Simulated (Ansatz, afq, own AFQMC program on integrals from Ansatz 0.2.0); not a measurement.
Co, quartet → Co, sextet

A free Co atom.

E(sextet, charge +0) − E(quartet, charge +0) at this geometry, on UHF and UHF determinants.

Basis def2-TZVPP. Noble-gas cores (and the filled d shells of Ga–Kr and In–Xe) are frozen. AFQMC by an in-house program on the Cholesky factors that Ansatz 0.2.0 writes for its CCSD(T) run. ph-AFQMC/CISD is guided by a CISD state made of CCSD amplitudes; releasing the constraint for a short imaginary time cuts its bias at the price of noise, slowly where states lie close. Uncertainties: one standard error, sampling alone. The metal's outer-core s and p shells are frozen, which shifts wave-function levels against functionals. The errors of all members are added in quadrature.

No full CI on the walks' own integrals is used here; CCSDT(Q) serves as the reference and is uncertain by about the last step of the cluster series. Each member takes its own surest rung, up to full CI.

Errors are counted within def2-TZVPP, not against nature.

Cautions: no relativity below Rb; outer-core shells of the metal frozen; Co (quartet): the released energies are still falling, so no released level is given (meV from the phaseless value at times in 1/Eh: -14.2 ± 1.8 at 0.60, -19.8 ± 2.3 at 1.20, -22.1 ± 2.1 at 2.00, -26 ± 7 at 3.00, -25 ± 8 at 4.20), though the last usable value meets CCSDT(Q) within the noise, the ph-AFQMC/CISD walk drifts between its halves (2.7 errors), its ph-AFQMC/CISD value lies 32.9 ± 1.2 meV above CCSDT(Q); Co (sextet): another spin lies lower, the released energies have errors that jump between times, so the bars are unsure, so no released level is given (meV from the phaseless value at times in 1/Eh: -4 ± 4 at 0.60, -2 ± 3 at 1.20, -292 ± 302 at 2.00, -13 ± 4 at 3.00, -16 ± 10 at 4.20), its ph-AFQMC/CISD value lies 25.4 ± 1.7 meV above CCSDT(Q).

Reference (CCSDT(Q)): 69.4 kcal/mol.

| level | vertical spin gap (kcal/mol) | error against CCSDT(Q) (kcal/mol) |
| --- | --- | --- |
| HF | 45.6 | -23.9 |
| MP2 | 64.8 | -4.6 |
| CCSD | 68.2 | -1.3 |
| CCSD(T) | 69.7 | 0.3 |
| CCSDT | 69.4 | 0.0 |
| ph-AFQMC/CISD | 69.3 ± 0.05 | -0.2 ± 0.05 |

Correlation beyond CCSD(T) takes off 0.3 kcal/mol. The perturbative (T) step is worth +1.5 kcal/mol.
